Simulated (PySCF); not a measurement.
Question: What does the PBE0-D3(BJ)/def2-SVP structure of 2-butenal, `C/C=C/C=O` look like in three dimensions?

Answer: 
```
atom  x, y, z in Å
C1    -1.753    0.051    0.179
C2    -0.345   -0.349   -0.074
C3     0.735    0.438    0.053
C4     2.082   -0.076   -0.214
O5     3.098    0.562   -0.092
H6    -1.832    1.096    0.510
H7    -2.209   -0.596    0.947
H8    -2.363   -0.076   -0.731
H9    -0.180   -1.389   -0.391
H10    0.659    1.485    0.366
H11    2.107   -1.148   -0.552
```

Orientation and origin are arbitrary. Atoms count from 1 in this order. Of the pairs four or more bonds apart, H9···H11 is among the closest relative to their van der Waals radii: 2.31 Å, 96 % of the sum of Bondi's values. The C–C distances run from 1.342 Å (C2=C3, drawn double) to 1.485 Å (C1–C2, drawn single), a spread of 0.143 Å. The 5 heavy atoms lie in one plane (0.009 Å rms).

Bonds between heavy atoms (Å): C1–C2 1.485, C2=C3 1.342, C3–C4 1.467, C4=O5 1.206.

Theory: PBE0-D3(BJ)/def2-SVP geometry optimisation, gas phase in PySCF 2.14.0.

Point group: Cs (tolerance 0.08 Å). Whether it is a minimum is left open (no frequencies). The numbers are those of one conformer (C2–C3–C4–O5 -178°).
